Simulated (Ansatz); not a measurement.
Caesium, bcc: convergence with cold smearing

Computed with Ansatz, r²SCAN, scalar-relativistic PAW, on the relaxed cell (a = 6.270 Å; spin not included). Errors count from a run at 500 eV on a Γ-centred 12×12×12 mesh with Fermi-Dirac smearing of 0.1 eV, extrapolated to zero width. Fixed here: cutoff 500 eV, mesh 7×7×7. The SCF starts from atomic densities corrected by a trained network.

```csv
width (eV),E(σ→0) error (meV/atom),F error (meV/atom),P (GPa),SCF iterations
0.01,-1.8,-1.9,0.00,5
0.03,-2.0,-2.1,0.00,5
0.1,-2.1,-2.6,-0.01,5
0.2,-3.8,-4.2,-0.01,6
0.3,-3.5,-4.8,-0.01,6
0.6,-2.2,-19.7,-0.01,6
1.0,-5.6,-81.0,0.00,6
```
